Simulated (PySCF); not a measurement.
# [NH2]− (SMILES [NH2-]) at FCI/6-31G

What is the vertical ionisation energy of [NH2]− at FCI/6-31G? 

The results are computed with PySCF 2.14.0.

13 further runs of the same task are left out: 2 that didn't finish, 11 set aside as unsound or not needed.

## (1) The molecule

The species is [NH2]− (3 atoms), meant as a singlet with charge -1. As SMILES, `[NH2-]`. The coordinates come from a PBE0-D4/def2-TZVPD relaxation.

Bond lengths: N1–H2 1.027 Å, N1–H3 1.027 Å. Angles: H2–N1–H3 101.8°.

## (2) The energy at FCI/6-31G

Input file job.py:

```python
# [NH2-]
from pyscf import gto, mcscf
from pyscf import fci

mol = gto.Mole()
mol.atom = 'N 0.342200 -0.203000 0.168700; H 0.125500 0.801200 0.156000; H -0.467700 -0.598200 -0.324700'
mol.basis = '6-31g'
mol.verbose = 3
mol.max_memory = 1860
mol.charge = -1
mol.build()

hf = mol.RHF()
hf.conv_tol = 1e-10
hf.kernel()
if not hf.converged:
    hf = hf.newton().run(hf.mo_coeff, hf.mo_occ)

cas = mcscf.CASCI(hf, hf.mo_coeff.shape[-1] - 1, (mol.nelec[0] - 1, mol.nelec[1] - 1))  # full CI above the frozen core
cas.fcisolver = fci.direct_spin0.FCI(mol)  # even spin states alone
cas.kernel()
print('<S^2> = %.4f' % cas.fcisolver.spin_square(cas.ci, cas.ncas, cas.nelecas)[0])
e_tot = cas.e_tot
print('E = %.10f Eh' % e_tot)
```

Launch:

```
$ OMP_NUM_THREADS=1 python job.py
```

Output:

```text
converged SCF energy = -55.4556505007913
CASCI E = -55.5820929921336  E(CI) = -16.3353991995775  S^2 = 0.0000000
<S^2> = 0.0000
E = -55.5820929921 Eh
```

Wall time 3.6 s (1 thread of Arm Neoverse V1, shared host); peak memory 0.17 GiB.

## (3) Doublet neutral NH2

Input file calc.py:

```python
from pyscf import gto, mcscf

mol = gto.Mole()
mol.atom = '''
N      0.646664    -0.383614     0.318797
H      0.237161     1.514049     0.294797
H     -0.883825    -1.130434    -0.613594
'''
mol.verbose = 3
mol.basis = '6-31g'
mol.charge = 0
mol.max_memory = 1860
mol.spin = 1
mol.unit = 'bohr'
mol.build()

calc0 = mol.ROHF()
calc0.conv_tol = 1e-10
calc0.kernel()
if not calc0.converged:
    calc0 = calc0.newton().run(calc0.mo_coeff, calc0.mo_occ)

cas = mcscf.CASCI(calc0, calc0.mo_coeff.shape[-1] - 1, (mol.nelec[0] - 1, mol.nelec[1] - 1))  # full CI above the frozen core
cas.fix_spin_(ss=0.75)
cas.kernel()
energy = cas.e_tot
print(f'total energy: {energy:.8f} hartree')
```

Launch:

```
$ OMP_NUM_THREADS=1 python calc.py
```

Output:

```text
converged SCF energy = -55.5296234810109
CASCI E = -55.6339623807579  E(CI) = -16.3872534525169  S^2 = 0.7500000
total energy: -55.63396238 hartree
```

Run time: 2.7 s. Hardware: 1 thread of Arm Neoverse V1, shared host; peak memory 0.14 GiB.

## (4) Results

At FCI/6-31G, 1 core orbital frozen:

| quantity | value |
| --- | --- |
| singlet [NH2]−: total energy | -55.58209 Eh |
| singlet [NH2]−: HOMO energy (Hartree–Fock orbitals) | -0.01 eV |
| singlet [NH2]−: LUMO energy (Hartree–Fock orbitals) | 14.14 eV |
| singlet [NH2]−: HOMO–LUMO gap (to an unbound level, set by the basis) | 14.15 eV |
| singlet [NH2]−: correlation energy (1 core orbital frozen) | -126.4 mEh |
| doublet neutral NH2: total energy | -55.63396 Eh |
| doublet neutral NH2: dipole moment (Hartree–Fock density) | 2.47 D |
| doublet neutral NH2: correlation energy (1 core orbital frozen) | -104.3 mEh |
| vertical detachment energy (to the doublet neutral) | -1.411 eV |

In words: The species is unbound against losing an electron at this level, by 1.41 eV (−33 kcal/mol); missing correlation or diffuse functions can give that sign where the real anion is bound. Mulliken charges (singlet [NH2]−) of the mean-field density run from -1.14 on N1 to +0.07 on H2; they depend strongly on the basis. Mulliken charges (doublet neutral NH2) of the mean-field density run from -0.57 on N1 to +0.28 on H2.
